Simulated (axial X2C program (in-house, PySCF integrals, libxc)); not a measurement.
PO: nuclear properties from DFT to coupled cluster

Computed with an in-house all-electron X2C program for linear molecules (integrals from PySCF): two-component X2C with atomic mean-field Coulomb and Gaunt terms, Gaussian nuclei, basis P dyall-av3z, O dyall-av3z with contracted cores.

R = 1.485 Å (near the PBE0 minimum at charge 0 of the determinant lowest at the starting distance; the state shown can have its own minimum elsewhere); state Ω = 1/2 (⟨Sz⟩ = -0.50, ⟨Lz⟩ = 1.00 at PBE0).

```csv
level,Eeff magnitude (GV/cm),Ws magnitude P (kHz),A∥/gI P (MHz),qzz P (a.u.),A∥/gI O (MHz),μ (D)
PBE0,0.0127,0.0105,677,-1.17,317,-2.02
HF,0.0285,0.0228,614,-1.50,300,-2.59
B3LYP,0.00743,0.00621,668,-1.13,318,-2.05
```

Eeff is the effective electric field on the electron electric dipole moment in this Ω state and Ws the scalar–pseudoscalar constant of the nucleus named (defined with the proton number Z and per Ω); A∥ (defined per Ω) follows by multiplying with gI = μI/(I μN); qzz is the electric field gradient, eQq0 = 234.96 MHz × Q/barn × qzz; μ is positive if the O end (last atom) is positive. The operators were transformed with the bare-nucleus X2C matrices; with these basis sets, hyperfine constants and field gradients can be off by tens of per cent, and where levels differ in sign neither size nor sign is settled.

Finite-field MP2, CCSD and CCSD(T), with 11 electrons correlated in 127 natural virtual spinors (MP2 remainder added):

```tsv
level	Eeff magnitude (GV/cm)	Ws magnitude P (kHz)	A∥/gI P (MHz)	qzz P (a.u.)	A∥/gI O (MHz)	μ (D)
MP2	0.0338	0.024	789	-1.20	30.2	-2.03
CCSD	0.00402	0.00337	571	-1.17	281	-2.11
CCSD(T)	0.00094	0.000394	566	-1.09	266	-1.97
```

T1 = 0.025 (Lee–Taylor). One unrestricted determinant, the lowest of a limited PBE0 search, is the reference; the functionals treat spin collinearly. The sign of Eeff is opposite to CCSD(T) at PBE0, HF, B3LYP, CCSD. Eeff spreads by more than a factor of two over the levels. Correlation of the inner shells is missing, which matters for properties at the nucleus. Number of frozen shells: P 2 s, 1 p; O 1 s.

(1) By how much does correlation change each value, CCSD(T) against HF?

Results:

(1) A∥/gI P -8 %; qzz P -27 %; A∥/gI O -11 %; μ -24 %.
